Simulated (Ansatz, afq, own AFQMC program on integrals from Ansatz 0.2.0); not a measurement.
**CH⁺, singlet in cc-pVTZ, levels against full CI**

```xyz
2

C     0.0000    0.0000    0.0000
H     0.0000    0.0000    2.4980
```

Basis cc-pVTZ. Only valence electrons are correlated. Integrals, coupled cluster, full CI and functionals: Ansatz 0.2.0; the random walks run on the same integrals in our own AFQMC program. The CISD trial takes its coefficients from CCSD amplitudes. Released means that phaseless walkers are propagated on without the constraint, phases kept. ± is one standard error of the sampling.

Determinant: UHF, the one that the program's search chose, which needn't be the lowest solution. The geometry is a point of a scan.

Full CI on the same integrals is exact in this basis and with this determinant's frozen core.

Cautions: an unrestricted solution with more broken spin lies lower (91 meV, ⟨S²⟩ 1.02); strong correlation (T1 0.072, weight of the determinant 0.82, largest double 0.28); unrestricted determinant spin contaminated (⟨S²⟩ 0.93 against 0.00); CCSD(T) is in doubt: in a space of 4 electrons in 8 natural orbitals full CI lies 117 meV below it; the CCSDT(Q) amplitudes may be one of several solutions (largest double 0.64); the released energies have errors that jump between times, so the bars are unsure, so no released level is given (meV from the phaseless value at times in 1/Eh: -12.5 ± 1.7 at 0.24, 280 ± 301 at 0.51, -310 ± 276 at 0.99, -133 ± 98 at 1.62, -44 ± 3 at 2.40); the next higher spin lies close (full CI puts it 141 meV above); walk and cluster series may follow different spin states.

The T1 diagnostic is 0.0724 and the weight of the determinant in the CISD state is 0.824. The ⟨S²⟩ of the determinant is 0.934 and the size of the correlated space is 4 electrons in 43 orbitals.

```tsv
level	correlation energy (eV)
MP2	-1.4548
CCSD	-2.2570
CCSD(T)	-2.3522
```

Question: Estimate where phaseless AFQMC with a CISD trial lies against CCSD(T) on the same integrals.

Answer: 1.52 ± 0.04 kcal/mol below CCSD(T).

Reference: full CI, correlation energy -2.487 eV. The cautions show a poor starting determinant, so the rows tell how each method copes with it here, and full CI is the sure value.

```csv
level,E − E(reference) (kcal/mol),share of correlation (%)
CCSD(T),3.11,94.58
CCSDT,0.36,99.37
CCSDT(Q),0.02,99.96
ph-AFQMC/CISD,1.58 ± 0.04,97.24
```

CCSDT and higher add their correlation energy to the determinant of the CCSD(T) run, since their own runs factorise the integrals more tightly (a shift of under 2 meV). A walk keeps the symmetry of its determinant, which the program's search chose and which needn't be the lowest solution, so a lower state of the same spin and another symmetry isn't excluded.
